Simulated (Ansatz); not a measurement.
Two isomers of C4H9N: A = `NC1CCC1`, B = `C=C(C)CN`.

Gas-phase electronic energies from Ansatz, PBE0-D4/def2-TZVP geometries. CBS: MP2 limit from def2 TZ/QZ plus the TZ coupled-cluster correction, frozen cores. Functionals use def2-TZVPP. B3LYP here is the variant with VWN-RPA as its local correlation; programs differ in this. Each species was taken in one conformer, which may not be the lowest.

(1) Which isomer does CCSD(T)/CBS put lower? Give the gap. (Best estimate.)

(2) Give E(B) − E(A) in kJ/mol with PBE-D4, r2SCAN-D4, CCSD/def2-TZVPP, B3LYP-D4, MP2/def2-TZVPP, CCSD(T)/def2-TZVPP, HF/def2-TZVPP. (Estimate.)

Largest T1 diagnostic: 0.010.

## Answers

(1) Computed: B, by 17.7 kJ/mol.

(2) Ansatz gave: PBE-D4 -12.1, r2SCAN-D4 -16.6, CCSD/def2-TZVPP -15.5, B3LYP-D4 -29.4, MP2/def2-TZVPP -10.3, CCSD(T)/def2-TZVPP -16.4, HF/def2-TZVPP -31.2. None reverses the order clearly.

In def2-TZVPP, CCSD(T) changes the Hartree–Fock value by +14.8 kJ/mol (the triples alone add −0.9 kJ/mol) and MP2 by +20.9 kJ/mol. From PBE to PBE0 (25 % exact exchange), in def2-TZVPP and without D4, E(B) − E(A) moves by +7.4 kJ/mol.
